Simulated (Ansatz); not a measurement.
bcc Rb was calculated with BLYP (Ansatz, a first-principles code, PAW).

Settings: plane-wave cutoff 520 eV, 14×14×14 k mesh, Fermi–Dirac smearing 0.05 eV, scalar-relativistic PAW data made under PBE.

Cell (relaxed at this level):

```
CELL_PARAMETERS angstrom
     -2.87537     2.87537     2.87537
      2.87537    -2.87537     2.87537
      2.87537     2.87537    -2.87537
ATOMIC_POSITIONS crystal
  Rb 0.00000 0.00000 0.00000
```

Problem. What does this level give for the bulk modulus B0 and pressure derivative B′ of the bulk modulus?

Solution. 
- bulk modulus B0: 2.35 GPa
- pressure derivative B′ of the bulk modulus: 4.1

The run finds no gap.

Measured, for comparison: bulk modulus 2.92 GPa (corrected for temperature and zero-point phonon effects, our sources range from 2.92 to 3.60; as tabulated in Levämäki et al. (2014), arXiv:1402.3671). Computed (rounded) less measured: bulk modulus not scored (sources differ).

Computed values are for the static lattice.
